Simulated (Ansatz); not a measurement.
`FC(F)(F)CS`. Charge 0, multiplicity 1.

```csv
atom,x (Å),y (Å),z (Å)
F1,-1.474,-1.165,0.401
C2,-0.561,-0.295,0.842
F3,-1.212,0.794,1.258
F4,0.031,-0.843,1.913
C5,0.477,0.024,-0.205
S6,-0.293,0.760,-1.671
H7,0.980,-0.910,-0.456
H8,1.190,0.713,0.247
H9,0.863,0.923,-2.330
```

Problem. List the harmonic frequencies (cm⁻¹, unscaled) at PBE0-D4/def2-TZVP in Ansatz. (Best estimate.)

Solution. The calculation gave: 66i, 112, 178, 355, 356, 538, 540, 623, 783, 864, 898, 956, 1093, 1174, 1268, 1297, 1352, 1468, 2724, 3097, 3158.

Problem. Is this a minimum?

Solution. No: 1 imaginary mode, so it is a saddle point.
